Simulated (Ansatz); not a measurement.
**CsCl-type TlBr**

Method: LDA+SOC (PAW; Ansatz, a quantum-chemistry and plane-wave program).

Settings: plane-wave cutoff 520 eV, 8×8×8 k mesh, Fermi–Dirac smearing 0.01 eV, PAW data made under PBE.

Cell: measured lattice: a = 3.9800 Å, b = 3.9800 Å, c = 3.9800 Å, α = 90.00°, β = 90.00°, γ = 90.00°.

```json
{
 "band_gap": "1.08 eV (indirect)",
 "smallest_direct_gap_on_the_k_points_sampled": "1.46 eV",
 "direct gap at Γ": "6.66 eV"
}
```

Note: cell and atoms aren't relaxed at this level (pressure -2.9 GPa).

Computing time: around 30 core-seconds (rough).
